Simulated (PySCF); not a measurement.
## Choosing a basis for TDDFT

Compound: 1-chloro-1-propene(E), C₃H₅Cl.
SMILES: `C/C=C/Cl`

TDDFT with PBE0 (PySCF), vertical singlets, core orbitals frozen in the response, spherical d and f functions. Isolated species at its PBE0-D3(BJ)/def2-SVP geometry, gas phase.

**Question.** How do the low singlets change with the basis? Take 6-31G*, def2-SVP, 6-31+G*, def2-SVPD, aug-cc-pVDZ, def2-TZVP and def2-TZVPD.

**Answer.** 

| basis | functions | diffuse | S1 (eV) | S2 (eV) | S3 (eV) | S4 (eV) | S5 (eV) | LUMO (eV) | α (au) |
| --- | --- | --- | --- | --- | --- | --- | --- | --- | --- |
| 6-31G* | 70 | no | 6.78 | 7.08 | 7.50 | 8.47 | 8.74 | 0.43 | 41.8 |
| def2-SVP | 85 | no | 6.93 | 7.07 | 7.24 | 8.08 | 8.47 | 0.25 | 42.5 |
| 6-31+G* | 86 | yes | 6.29 | 6.62 | 6.74 | 6.98 | 7.18 | 0.00 | 47.9 |
| def2-SVPD | 127 | yes | 6.45 | 6.64 | 7.08 | 7.20 | 7.35 | -0.07 | 53.8 |
| aug-cc-pVDZ | 141 | yes | 6.03 | 6.50 | 6.52 | 6.61 | 6.86 | -0.09 | 54.3 |
| def2-TZVP | 160 | no | 6.59 | 6.65 | 7.16 | 7.68 | 7.83 | 0.01 | 50.1 |
| def2-TZVPD | 202 | yes | 6.18 | 6.53 | 6.67 | 6.89 | 7.13 | -0.09 | 55.0 |

States are compared by their number. Against the largest diffuse basis here (def2-TZVPD, itself not a converged limit), sets without diffuse functions differ by up to 0.75 eV in S1 and 1.62 eV in S5; the smaller diffuse sets differ by up to 0.26 and 0.26 eV. State by state, the largest deviation of a set without diffuse functions is S1 0.75, S2 0.55, S3 0.82, S4 1.57, S5 1.62 eV. The same number needn't mean the same state in each row. Against def2-TZVPD the polarisability deviates by -24% in 6-31G*, -23% in def2-SVP, -13% in 6-31+G*, -2% in def2-SVPD, -1% in aug-cc-pVDZ, -9% in def2-TZVP. A single + in a Pople set puts diffuse functions on heavy atoms only.
